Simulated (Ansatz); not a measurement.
in.yaml

```yaml
crystal:
  periodic: [false, false, false]
  atoms:
    - {symbol: Al, position_ang: [0.000000, 0.000000, 0.000000]}
    - {symbol: P, position_ang: [0.000000, 0.000000, 3.568000]}
basis:
  gaussian: {orbitals: "6-31G*"}
magnetization: {spin_polarized: false, initial_magnetization: 2}
correlation: {method: bccd_t, electrons: outside_noble_gas, diis_vectors: 4}
scf: {lower_state_search: full}
```

```sh
$ ansatz run in.yaml --threads 1 --pin off --events-out ev --progress --plain --max-ram 2393MiB
```

Output:

```
330 factors; integrals over basis functions are off by at most 3.4e-4 eV
mean field evaluation 1: about -15850.2341 eV, gradient 9.5e0 eV
mean field evaluation 2: about -15850.2381 eV, gradient 9.5e0 eV
mean field evaluation 4: about -15850.7780 eV, gradient 5.9e0 eV
mean field evaluation 8: about -15851.2151 eV, gradient 1.4e0 eV
mean field evaluation 16: about -15851.2503 eV, gradient 1.3e-6 eV
mean field evaluation 32: about -15849.3513 eV, gradient 1.3e-1 eV
mean field evaluation 64: about -15851.2469 eV, gradient 3.9e-1 eV
mean field evaluation 96: about -15849.5155 eV, gradient 2.8e0 eV
mean field evaluation 128: about -15850.2975 eV, gradient 3.5e-2 eV
mean field evaluation 160: about -15848.9068 eV, gradient 9.7e-1 eV
...
cycle  11  -4.17934579 eV  change    1.9e-4 eV  update   6.2e-4
cycle  12  -4.17945345 eV  change   -1.1e-4 eV  update   4.5e-4
cycle  13  -4.17929836 eV  change    1.6e-4 eV  update   2.7e-4
cycle  14  -4.17914871 eV  change    1.5e-4 eV  update   2.2e-4
cycle  15  -4.17899493 eV  change    1.5e-4 eV  update   1.7e-4
cycle  16  -4.17899194 eV  change    3.0e-6 eV  update   8.8e-5
cycle  17  -4.17898727 eV  change    4.7e-6 eV  update   4.7e-5
cycle  18  -4.17899035 eV  change   -3.1e-6 eV  update   2.8e-5
cycle  19  -4.17899024 eV  change    1.1e-7 eV  update   1.5e-5
cycle  20  -4.17898536 eV  change    4.9e-6 eV  update   7.0e-6
perturbative correction -0.11444476 eV, -0.0042057674 hartree
Total energy: -15855.54372486 eV, -582.6804846150 hartree
```

Ran on 1 thread of Arm Neoverse V1, shared host: 7 s wall, 0.18 GiB peak host memory.
